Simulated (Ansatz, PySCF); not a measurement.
Reaction: H2O2 (SMILES OO) → H2O2+ (parent SMILES OO, doublet) + e-
Each species at its own B3LYP-D3(BJ)/def2-TZVP minimum (Ansatz, a quantum-chemistry and plane-wave program).

Total energies in hartree (Ansatz). Radicals and triplets start from unrestricted determinants; spin-orbit coupling is neglected. Cores are frozen in correlated methods. No relativity.

| species | HF/cc-pVTZ | CCSD(T)/cc-pVTZ | HF/cc-pVQZ | CCSD(T)/cc-pVQZ | CCSDT(Q)/cc-pVTZ |
|---|---|---|---|---|---|
| 1: H2O2 (SMILES OO) | -150.83573 | -151.35850 | -150.84801 | -151.40811 | -151.35976 |
| 2: H2O2+ (parent SMILES OO, doublet) | -150.48237 | -150.97660 | -150.49431 | -151.02093 | -150.97822 |

Work out the adiabatic ionisation energy (0 K, zero-point energies from PySCF's Hessians at B3LYP-D3(BJ)/def2-TZVP) in eV: take Hartree-Fock from cc-pVQZ, extrapolate the CCSD(T) correlation energy as X^-3 (X = 3, 4), and add CCSDT(Q) - CCSD(T) in cc-pVTZ. The further terms named in the bracket sum to +0.00061 hartree. 1 hartree = 27.211 eV.


Species 1: correlation (64·(-0.56010) - 27·(-0.52277))/37 = -0.58734; step -0.00126; E1 = -150.84801 + (-0.58734) + (-0.00126) = -151.43661
Species 2: correlation (64·(-0.52662) - 27·(-0.49423))/37 = -0.55026; step -0.00162; E2 = -150.49431 + (-0.55026) + (-0.00162) = -151.04619
-1·E1 +1·E2 +0.00061 = 0.39103 hartree = 10.64 eV. Measured: 10.58 eV (CCCBDB table in ASE). The composite differs from it by +0.06 eV; core, relativistic and spin-orbit terms are not in it.
